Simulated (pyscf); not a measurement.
•O–GeH₃ (SMILES [O][GeH3]) + H₂ (SMILES [H][H]) -> HO–GeH₃ (SMILES [OH][GeH3]) + H• (SMILES [H]), a hydrogen abstraction (doublet surface; H–H broken, H–O formed). Structures and frequencies: ωB97X-D3(BJ)/def2-SVP in PySCF. Energies in eV from the separated reactants.

Small-basis levels: PySCF, no dispersion term, spherical d functions. AM1 to PM7: differences of heats of formation from MOPAC, which are fitted to 298 K values and so differ in kind from electronic energies by zero-point and thermal terms. GFN2-xTB: tblite. Open shells are spin-unrestricted. 

| level | barrier | reaction energy |
|---|---|---|
| HF/6-31G*+LANL2DZ | 0.91 | -0.03 |
| MP2/6-31G*+LANL2DZ | 0.49 | -0.88 |
| BP86/6-31G*+LANL2DZ | -0.01 | -0.26 |
| PBE/6-31G*+LANL2DZ | -0.05 | -0.44 |
| B3LYP/3-21G | 0.07 | +0.08 |
| B3LYP/6-31G*+LANL2DZ | 0.18 | -0.21 |
| M06-2X/6-31G*+LANL2DZ | 0.28 | -0.46 |
| B3LYP/6-311+G**+LANL2DZ | 0.12 | -0.37 |
| B3LYP/def2-SVP | 0.07 | -0.39 |
| GFN2-xTB | -0.52 | -1.64 |
| PM3 | 0.72 | +0.48 |
| PM7 | 0.19 | +0.83 |
| ωB97M-D3(BJ)/def2-TZVP | 0.20 | -0.52 |

Against the last row the barrier runs from -0.72 (GFN2-xTB) to +0.71 eV (HF/6-31G*+LANL2DZ). At BP86/6-31G*+LANL2DZ, PBE/6-31G*+LANL2DZ, B3LYP/3-21G, GFN2-xTB, PM7 this geometry lies under one side, so the entry may be no barrier of that level: it is a single point on another level's saddle. ωB97M-D3(BJ)/def2-TZVP has limits of its own. •O–GeH₃ lies 1.43 eV over its isomer HO–GeH₂• (electronic energy, ωB97M-D3(BJ)/def2-TZVP). One saddle was located; it need not be the lowest between these sides. The angle at the transferred H is 159°. In the def2 sets elements up to Kr have no core potential.
